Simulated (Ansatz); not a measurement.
# doublet MgO(+): levels of theory in one basis

```xyz
2

Mg    0.0000    0.0000    0.0000
O     0.0000    0.0000    1.9016
```

Basis set: def2-SVP (spherical functions). Frozen core: 2 orbitals. Correlation on ROHF uses semicanonical orbitals with singles. Charge 1, multiplicity 2.

Computed with Ansatz (development build ahead of 0.2.0); each method stands on the lowest determinant of its kind that the runs found.

| method | E − E(ROHF) (eV) | <S²> of the determinant |
| --- | --- | --- |
| ROHF | 0.00 | – |
| UHF | -0.12 | 0.79 |
| ROHF-MP2 | -4.62 | – |
| UHF-MP2 | -4.63 | 0.79 |
| ROHF-CCSD(T) | -5.07 | – |
| UHF-CCSD(T) | -5.06 | 0.79 |
